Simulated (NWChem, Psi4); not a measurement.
# C2HO (ethynyloxy radical): a line through the functionals

The species is C2HO (4 atoms), meant as a doublet with charge 0. As SMILES, `C#C[O]`. Geometry: relaxed at PBE0-D4/def2-TZVP.

The dipole moment y, in D, basis cc-pVTZ; a is the functional's share of exact exchange. Programs: NWChem 7.3.0, Psi4 1.11.

| functional | program | a | y (D) |
| --- | --- | --- | --- |
| U-revPBE | NWChem | 0 | 1.49 |
| U-r2SCAN | NWChem | 0 | 1.58 |
| UB3LYP | Psi4 | 0.2 | ? |
| UPBE0 | Psi4 | 0.25 | 1.65 |
| UBHLYP | Psi4 | 0.5 | 1.78 |

Task: Fit y = c + s·a to the known rows and predict UB3LYP.

Result: 
1. Means of the 4 rows: a = 0.1875, y = 1.625.
2. Σ(Δa)² = 0.17188, Σ(Δa·Δy) = 0.08375, so the slope is 0.08375/0.17188 = 0.48726.
3. Intercept: 1.625 − (0.48726) × 0.1875 = 1.534. The largest residual of the fit is 0.046.
4. UB3LYP: 1.534 + (0.48726) × 0.2 = 1.63 D.

The run gave 1.65 D, so the prediction is off by -0.02 D, within the largest residual. More exact exchange makes the molecule more polar here. The rows mix families of semi-local functionals, which the line can't see.
